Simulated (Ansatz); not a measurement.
**C₂H₂OS (SMILES O=C=CS): one structure at several levels**

The task here is to estimate one member of a computed series from the others.

Program: Ansatz 0.2.0, Gaussian basis. Level of theory: single points in def2-TZVPP. These are calculated values, not measurements.

Correlated methods freeze the cores.

1 further run of the same task is left out (it didn't finish).

## Starting geometry

SMILES `O=C=CS`, 6 atoms, charge 0, spin multiplicity 1.

Atoms are counted from 1 here; the program's logs count them from 0.

Bond lengths: O1–C2 1.159 Å, C2–C3 1.331 Å, C3–S4 1.900 Å, C3–H5 1.102 Å, S4–H6 1.380 Å. Angles: O1–C2–C3 167.8°, C2–C3–S4 111.0°, C2–C3–H5 117.4°, S4–C3–H5 128.6°, C3–S4–H6 93.8°.

Coordinates:

```tsv
atom	x (Å)	y (Å)	z (Å)
O1	-0.60120	-2.21513	0.07580
C2	-0.08772	-1.18382	0.19797
C3	0.59499	-0.04738	0.07661
S4	-0.42297	1.26086	-0.85188
H5	1.45711	0.10056	0.74651
H6	-1.06235	1.70424	0.28779
```

The first run:

The input, run/in.yaml:

```yaml
crystal:
  periodic: [false, false, false]
  atoms:
    - {symbol: O, position_ang: [-0.601200, -2.215132, 0.075795]}
    - {symbol: C, position_ang: [-0.087716, -1.183821, 0.197970]}
    - {symbol: C, position_ang: [0.594989, -0.047376, 0.076612]}
    - {symbol: S, position_ang: [-0.422969, 1.260858, -0.851883]}
    - {symbol: H, position_ang: [1.457112, 0.100557, 0.746511]}
    - {symbol: H, position_ang: [-1.062347, 1.704241, 0.287787]}
basis:
  gaussian: {orbitals: def2-TZVPP}
hamiltonian: {xc: pbe, dispersion: d4}
output: {forces: true}
```

On the command line:

```
$ ansatz run in.yaml --threads 2 --pin off --events-out ev --progress --plain --max-ram 3481MiB
```

Steps of the session up to this table: PBE-D4/def2-TZVPP; r2SCAN-D4/def2-TZVPP; PBE0-D4/def2-TZVPP; wB97M-V/def2-TZVPP; CCSD(T)/def2-TZVPP.

One of the session's tables, all rows but one given; the rest of the session is left out.

| method | RMS force component (eV/Å) | angle to CCSD(T) forces (°) | dipole (D) |
| --- | --- | --- | --- |
| PBE-D4 | 0.830 | 18.4 | 1.59 |
| r2SCAN-D4 | 0.820 | 13.0 | 1.67 |
| PBE0-D4 | ? | ? | ? |
| wB97M-V | 0.858 | 20.9 | 1.65 |
| CCSD(T) | 0.817 | reference | 1.59 |

**Question.** Estimate the row for PBE0-D4.

As computed: RMS force component (eV/Å): 0.876; angle to CCSD(T) forces (°): 21.5; dipole (D): 1.70. In the column «RMS force component (eV/Å)» it is the highest.
